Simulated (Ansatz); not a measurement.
A made-up structure of Si₃H₅ (charge +1), singlet:

```
8
angstrom
Si 1.9548 1.0613 1.9556
Si 0.4310 -0.0740 0.8958
Si -1.0439 -0.6655 -0.9001
H 0.5058 1.5583 1.1461
H 2.8004 2.0067 2.5941
H -2.3666 -0.7007 -0.2416
H -0.5297 -1.9882 -1.3138
H -0.8710 0.4112 -1.8970
```

It is relaxed with PBE-D4/def2-SVP and then PBE0-D4/def2-TZVP (Ansatz 0.2.0). Atoms count as bonded within 1.22 times the sum of their covalent radii (H–H: 0.88 Å). The end point is not checked to be a true minimum.

Task: Does its bonding change? (Judge from chemistry; the calculation decides.)

Result: Computed: Yes. Formed: Si1–H4; broken: none.

Where it ends: The first stage lowers the energy by 0.86 eV in 14 steps. It ends as Si₃H₅ ([SiH3][Si]1[H][SiH]1), total charge +1:
Si1  (2.078, 1.191, 1.296)
Si2  (0.461, -0.192, 1.089)
Si3  (-0.951, -0.619, -0.800)
H4  (0.398, 1.480, 1.253)
H5  (2.386, 1.822, 2.611)
H6  (-2.309, -0.523, -0.224)
H7  (-0.561, -1.986, -1.204)
H8  (-0.622, 0.436, -1.781)
(Å)

Labels in which every atom is bracketed show which atoms are joined, not bond orders.

For scale, one of the runs: PBE0-D4/def2-TZVP relaxation, 141 basis functions, launched by `ansatz run in.yaml --threads 2 --pin off --events-out ev --progress --plain --max-ram 4352MiB`. Hardware: 2 CPU threads of an Arm Neoverse V1, shared host. Wall time about 41 s.
